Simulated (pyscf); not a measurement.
This saddle point was located with ωB97X-D3(BJ)/def2-SVP in PySCF.

```xyz
10

O     -0.0597     0.6184     0.5058
Si    -0.9905    -0.5873    -0.1117
O     -0.2221    -1.5209    -1.2267
O     -2.3152     0.0765    -0.8181
F     -1.4307    -1.5392     1.1232
H     -0.1256     1.8861     0.1487
H      0.5093    -2.0649    -0.9179
H     -2.8395    -0.4901    -1.3927
H     -0.5033     1.7180     1.0822
H     -0.4744     2.6783     0.7088
```
Charge 0, spin multiplicity 1.

Surface: singlet, charge 0. Lowest wavenumbers (cm⁻¹): 2746i, 77, 136, 164, 196.

**Question.** Name the species on either side of this saddle.

**Answer.** HO–Si(OH)(OH)–F (SMILES O[Si](O)(O)F) + H₂ (SMILES [H][H]) ⇌ HO–Si(OH)(OH)–F (SMILES O[Si](O)(O)F) + H₂ (SMILES [H][H]), a four-centre exchange read from left to right: H–O, H–H broken and H–O, H–H formed. At ωB97M-D3(BJ)/def2-TZVP it lies +67.7 kcal/mol from the left side and +67.7 kcal/mol from the right (each side as separated species at their lowest minima found). The same reactants have a lower exit, to H₂O + HO–SiH(OH)–F (barrier +54.8 kcal/mol at ωB97M-D3(BJ)/def2-TZVP, against +67.7 kcal/mol here). This is the saddle that the search found; another between the same sides may lie lower.
